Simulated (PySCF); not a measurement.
C2H6, SMILES CC.

Coordinates come from a ωB97X-D3(BJ)/def2-TZVP optimisation.

Computed with PBE0/def2-TZVPD (PySCF).

Symmetry labels are those of the subgroup C2h that the program uses (full group D3d).

Computed valence orbital energies around the gap with their symmetry:
```json
[
 {"orbital": "HOMO−7", "symmetry": "Bu", "energy (eV)": "-277.76"},
 {"orbital": "HOMO−6", "symmetry": "Ag", "energy (eV)": "-21.07"},
 {"orbital": "HOMO−5", "symmetry": "Bu", "energy (eV)": "-17.22"},
 {"orbital": "HOMO−4", "symmetry": "Au", "energy (eV)": "-12.16"},
 {"orbital": "HOMO−3", "symmetry": "Bu", "energy (eV)": "-12.16"},
 {"orbital": "HOMO−2", "symmetry": "Ag", "energy (eV)": "-10.33"},
 {"orbital": "HOMO−1", "symmetry": "Bg", "energy (eV)": "-9.59"},
 {"orbital": "HOMO", "symmetry": "Ag", "energy (eV)": "-9.59"},
 {"orbital": "LUMO", "symmetry": "Ag", "energy (eV)": "0.53"},
 {"orbital": "LUMO+1", "symmetry": "Bu", "energy (eV)": "1.20"},
 {"orbital": "LUMO+2", "symmetry": "Bu", "energy (eV)": "2.23"},
 {"orbital": "LUMO+3", "symmetry": "Au", "energy (eV)": "2.23"}
]
```
